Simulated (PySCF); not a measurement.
Species: C₅H₁₀.
Geometry (GFN2-xTB, Å), atoms numbered from 1 in this order:
```
atom  x, y, z in Å
C1     2.4531    0.9072    0.2891
C2     1.6218   -0.0533   -0.0672
C3     0.2725   -0.2745    0.5363
C4    -0.8386   -0.1156   -0.5065
C5    -2.2154   -0.3483    0.1020
H6     2.2052    1.6084    1.0695
H7     3.4159    1.0343   -0.1759
H8     1.8922   -0.7426   -0.8573
H9     0.1099    0.4330    1.3519
H10    0.2245   -1.2870    0.9487
H11   -0.7905    0.8907   -0.9287
H12   -0.6743   -0.8251   -1.3207
H13   -2.4030    0.3632    0.9032
H14   -2.9921   -0.2296   -0.6500
H15   -2.2858   -1.3529    0.5140
```

Level of theory: TDDFT wB97X-D/def2-SVPD, vertical, gas phase, core orbitals frozen in the response in PySCF 2.14.0, density-fitted response routines.

Computed states:

```json
{"state": "S1", "E (eV)": "7.56", "f": "0.469"}
{"state": "S2", "E (eV)": "7.58", "f": "0.060"}
{"state": "S3", "E (eV)": "8.13", "f": "0.0018"}
{"state": "S4", "E (eV)": "8.20", "f": "0.0004"}
{"state": "S5", "E (eV)": "8.45", "f": "0.020"}
{"state": "S6", "E (eV)": "8.87", "f": "0.0076"}
{"state": "S7", "E (eV)": "8.90", "f": "0.0059"}
{"state": "S8", "E (eV)": "9.37", "f": "0.013"}
```

Each state is given a Gaussian of 0.4 eV full width at half maximum, with ε(max) = 2.175×10⁸ f / Δν̃ (Δν̃ the width in cm⁻¹). The width is an assumption, not a result. The curve ends short of the highest state used, and states not computed would add to its high-energy end.

**Question.** What does the envelope look like, and where are its maxima?

**Answer.** 
```json
{"λ (nm)": "141.3", "ε (L mol⁻¹ cm⁻¹)": "979"}
{"λ (nm)": "142.9", "ε (L mol⁻¹ cm⁻¹)": "1014"}
{"λ (nm)": "144.5", "ε (L mol⁻¹ cm⁻¹)": "1211"}
{"λ (nm)": "146.1", "ε (L mol⁻¹ cm⁻¹)": "1392"}
{"λ (nm)": "147.7", "ε (L mol⁻¹ cm⁻¹)": "1319"}
{"λ (nm)": "149.3", "ε (L mol⁻¹ cm⁻¹)": "1004"}
{"λ (nm)": "150.9", "ε (L mol⁻¹ cm⁻¹)": "655"}
{"λ (nm)": "152.5", "ε (L mol⁻¹ cm⁻¹)": "489"}
{"λ (nm)": "154.2", "ε (L mol⁻¹ cm⁻¹)": "835"}
{"λ (nm)": "155.8", "ε (L mol⁻¹ cm⁻¹)": "2362"}
{"λ (nm)": "157.4", "ε (L mol⁻¹ cm⁻¹)": "6216"}
{"λ (nm)": "159.0", "ε (L mol⁻¹ cm⁻¹)": "13264"}
{"λ (nm)": "160.6", "ε (L mol⁻¹ cm⁻¹)": "22694"}
{"λ (nm)": "162.2", "ε (L mol⁻¹ cm⁻¹)": "31407"}
{"λ (nm)": "163.8", "ε (L mol⁻¹ cm⁻¹)": "35559"}
{"λ (nm)": "165.4", "ε (L mol⁻¹ cm⁻¹)": "33308"}
{"λ (nm)": "167.0", "ε (L mol⁻¹ cm⁻¹)": "26090"}
{"λ (nm)": "168.6", "ε (L mol⁻¹ cm⁻¹)": "17265"}
{"λ (nm)": "170.2", "ε (L mol⁻¹ cm⁻¹)": "9744"}
{"λ (nm)": "171.8", "ε (L mol⁻¹ cm⁻¹)": "4733"}
{"λ (nm)": "173.4", "ε (L mol⁻¹ cm⁻¹)": "1996"}
{"λ (nm)": "175.0", "ε (L mol⁻¹ cm⁻¹)": "736"}
{"λ (nm)": "176.6", "ε (L mol⁻¹ cm⁻¹)": "240"}
{"λ (nm)": "178.3", "ε (L mol⁻¹ cm⁻¹)": "64"}
```

Maxima: 164 nm (7.56 eV), ε about 36000, made up of S1 (89%) and S2 (11%); 147 nm (8.46 eV), ε about 1400, made up of S5 (95%) (ε in L mol⁻¹ cm⁻¹; maxima over ε = 5, shares over 10%). At its high-energy end, 8.77 eV, the curve is still rising (ε about 980, from S5, S6 and S7).

**Question.** What would ε be at 7.56 eV, the highest of these maxima, with half the width (0.2 eV)?

**Answer.** About 71000 L mol⁻¹ cm⁻¹ against 35600, a factor of about 1.99; a lone state at its own centre would give exactly 2.

One conformer stands for the species.
